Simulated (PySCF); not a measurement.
Several structures and their simulated spectra, in scrambled order.

A. SMILES O=C(Cl)c1ccoc1
B. 1-phenylethanol
C. `C1=C[C@]2(F)C[C@H]1[C@@H](Cl)C2`

Spectrum 1. 13C{1H} NMR (computed): δ 167.0 (C), 159.3 (CH), 149.3 (CH), 131.3 (C), 119.1 (CH).

Spectrum 2. 13C{1H} NMR (computed): δ 152.1 (CH), 140.9 (CH), 107.7 (C), 62.2 (CH), 54.6 (CH2), 51.7 (CH), 44.9 (CH2).

Spectrum 3. 13C{1H} NMR (computed): δ 154.6 (C), 134.2 (CH), 132.2 (CH), 129.4 (CH), 76.1 (CH), 32.1 (CH3).

All values are calculated (PySCF): geometry: GFN2-xTB, σ from GIAO-PBE0/pcSseg-1. Relativity neglected, single conformer, equivalent nuclei averaged, gas phase.

References, each an isolated molecule treated in the same way: 13C (σref 186.93) against TMS. Splittings of carbon signals by F and P are missing where no couplings were computed. Shifts are as computed. Against solution values, carbons near 30 ppm lie about +3 ppm off and those near 130 ppm about +5 ppm; carbons on Cl a further +6 ppm. Of 1211 compounds with measured shifts, 218 miss one by over three times the rms of a fit or turn the order of signals round; such compounds aren't used in these exercises. Carbons bonded to Cl come out too deshielded.

Which spectrum belongs to which compound?

Answers

1–A, 2–C, 3–B.

- Spectrum 1 (A): 5 13C signals; δC 167.0 is a carbonyl carbon; δC 159.3 is an aromatic CH next to the ring oxygen.
- Spectrum 2 (C): 7 13C signals; δC 152.1 is an alkene CH; δC 140.9 is an alkene CH.
- Spectrum 3 (B): 6 13C signals; δC 134.2 is an aromatic CH; δC 132.2 is an aromatic CH.
